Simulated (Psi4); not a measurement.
# SCS-DLPNO-MP2/cc-pVDZ (density fitting, density fitting for correlation, pno convergence normal) run of AlH3Cl− (SMILES [H][Al-]([H])([H])[Cl])

What is the energy change on altering one bond length of AlH3Cl− at SCS-DLPNO-MP2/cc-pVDZ (density fitting, density fitting for correlation, pno convergence normal)? 

Program for the calculation: Psi4 1.11.

1 further run of the same task is left out (set aside as unsound or not needed).

### Step 1. The molecule

The species is AlH3Cl− (5 atoms), meant as a singlet with charge -1. As SMILES, `[H][Al-]([H])([H])[Cl]`. The shape comes from GFN2-xTB, which is rough for such elements, and wasn't checked as a minimum.

Bond lengths: Al1–Cl2 2.096 Å, Al1–H3 1.609 Å, Al1–H4 1.608 Å, Al1–H5 1.609 Å. Angles: Cl2–Al1–H3 107.0°, Cl2–Al1–H4 107.2°, Cl2–Al1–H5 107.4°, H3–Al1–H4 111.6°, H3–Al1–H5 111.7°, H4–Al1–H5 111.8°.

### Step 2. The energy at SCS-DLPNO-MP2/cc-pVDZ (density fitting, density fitting for correlation, pno convergence normal)

File alclh3.py:

```python
import psi4

psi4.set_memory('1600 MB')
psi4.set_num_threads(1)
psi4.set_output_file('alclh3.out', False)

molecule = psi4.geometry("""
-1 1
Al
Cl 1 2.096168
H 1 1.608741 2 107.021
H 1 1.607812 3 111.56814 2 116.91382
H 1 1.608548 4 111.75907 3 -125.81606
symmetry c1
""")

psi4.set_options({
    'scf_type': 'df',
    'pno_convergence': 'normal',
})

e = psi4.energy("scs-dlpno-mp2/cc-pVDZ", molecule=molecule)
print(f'scs-dlpno-mp2/cc-pVDZ energy: {e:.10f} Eh')
```

On the command line:

```
python alclh3.py
```

alclh3.out:

```text
[...]
  Running in c1 symmetry.
[...]
  Nuclear repulsion =   78.229439764932451
[...]
  Multiplicity = 1
[...]
  Nalpha       = 17
  Nbeta        = 17
[...]
    Number of basis functions: 51
[...]
   @DF-RHF iter   1:  -703.22736629921519   -6.31201e-01   3.34260e-03 ADIIS/DIIS
[...]
    Orbital Energies [Eh]
    ---------------------
    Doubly Occupied:
       1A   -104.595876     2A    -58.250680     3A    -10.325840
       4A     -7.792823     5A     -7.790893     6A     -7.790892
       7A     -4.666579     8A     -2.982531     9A     -2.980019
      10A     -2.980015    11A     -0.866621    12A     -0.384310
      13A     -0.273226    14A     -0.273203    15A     -0.270625
      16A     -0.196147    17A     -0.195758
[...]
  @DF-RHF Final Energy:  -703.25110526436606
   => Energetics <=
    Nuclear Repulsion Energy =             78.2294397649324509
    One-Electron Energy =               -1137.7290131642473625
    Two-Electron Energy =                 356.2484681349488369
    Total Energy =                       -703.2511052643660605
[...]
 Multipole Moments:
 ------------------------------------------------------------------------------------
     Multipole            Electronic (a.u.)      Nuclear  (a.u.)        Total (a.u.)
 ------------------------------------------------------------------------------------
 L = 1.  Multiply by 2.5417464519 to convert [e a0] to [Debye]
 Dipole X            :          0.0065459           -0.0035802            0.0029657
 Dipole Y            :         -0.0125012            0.0065023           -0.0059988
 Dipole Z            :          5.4975699           -4.3272118            1.1703581
 Magnitude           :                                                    1.1703772
[...]
  @LMP2 iter   7:  -0.237990483498 -1.184e-09  7.845e-07
[...]
```

On the terminal:

```text
scs-dlpno-mp2/cc-pVDZ energy: -703.4930720862 Eh
```

Run time: 1.6 s. Hardware: 1 thread of AMD EPYC 9B45 (Zen 5), shared host; peak memory 0.25 GiB.

### Step 3. The distorted shape at the same level

File job.dat:

```
memory 1600 MB

molecule {
  -1 1
  Al     0.074848    -0.132983    -0.088585
  Cl     0.091148    -0.151763     2.007435
  H      1.609398    -0.121723    -0.571365
  H     -0.775390     1.334390    -0.590440
  H     -0.690812    -1.461533    -0.574535
  symmetry c1
}

set reference rhf
set scf_type df
set pno_convergence normal

result = energy('scs-dlpno-mp2/cc-pVDZ')
print_variables()
```

On the command line:

```
psi4 -i job.dat -o job.out -n 1
```

job.out:

```text
[...]
  Running in c1 symmetry.
[...]
  Nuclear repulsion =   77.704305788826204
[...]
  Multiplicity = 1
[...]
  Nalpha       = 17
  Nbeta        = 17
[...]
    Number of basis functions: 51
[...]
   @DF-RHF iter   1:  -703.22581263198128   -6.64568e-01   3.28890e-03 ADIIS/DIIS
[...]
    Orbital Energies [Eh]
    ---------------------
    Doubly Occupied:
       1A   -104.600111     2A    -58.265668     3A    -10.330042
       4A     -7.797028     5A     -7.795081     6A     -7.795075
       7A     -4.678583     8A     -2.994788     9A     -2.992287
      10A     -2.991875    11A     -0.870581    12A     -0.383130
      13A     -0.277167    14A     -0.276130    15A     -0.269506
      16A     -0.200453    17A     -0.188102
[...]
  @DF-RHF Final Energy:  -703.24871157337100
   => Energetics <=
    Nuclear Repulsion Energy =             77.7043057888262041
    One-Electron Energy =               -1136.4948187632955978
    Two-Electron Energy =                 355.5418014010984962
    Total Energy =                       -703.2487115733709970
[...]
 Multipole Moments:
 ------------------------------------------------------------------------------------
     Multipole            Electronic (a.u.)      Nuclear  (a.u.)        Total (a.u.)
 ------------------------------------------------------------------------------------
 L = 1.  Multiply by 2.5417464519 to convert [e a0] to [Debye]
 Dipole X            :          0.2014657           -0.0984650            0.1030007
 Dipole Y            :         -0.3509201            0.1654326           -0.1854874
 Dipole Z            :          5.6103073           -4.3690105            1.2412968
 Magnitude           :                                                    1.2592984
[...]
  @LMP2 iter   7:  -0.237548642864 -1.222e-09  7.845e-07
[...]
```

Wall time 1.6 s (1 thread of AMD EPYC 9B45 (Zen 5), shared host); peak memory 0.25 GiB.

### Step 4. Results

Level: SCS-DLPNO-MP2/cc-pVDZ (density fitting, density fitting for correlation, pno convergence normal).

```
                                                              quantity          value
                                             first shape: total energy  -703.49307 Eh
                      first shape: HOMO energy (Hartree–Fock orbitals)       -5.33 eV
                      first shape: LUMO energy (Hartree–Fock orbitals)        8.29 eV
    first shape: HOMO–LUMO gap (to an unbound level, set by the basis)       13.62 eV
                                       first shape: correlation energy     -242.0 mEh
                                         distorted shape: total energy  -703.49029 Eh
                  distorted shape: HOMO energy (Hartree–Fock orbitals)       -5.12 eV
                  distorted shape: LUMO energy (Hartree–Fock orbitals)        8.25 eV
distorted shape: HOMO–LUMO gap (to an unbound level, set by the basis)       13.37 eV
                                   distorted shape: correlation energy     -241.6 mEh
    energy change with the Al1–H4 bond stretched from 1.608 to 1.769 Å       0.076 eV
```

With the Al1–H4 bond stretched from 1.608 to 1.769 Å the energy rises by 0.08 eV (1.7 kcal/mol). The first shape isn't relaxed at this level, so the change isn't measured from a minimum.
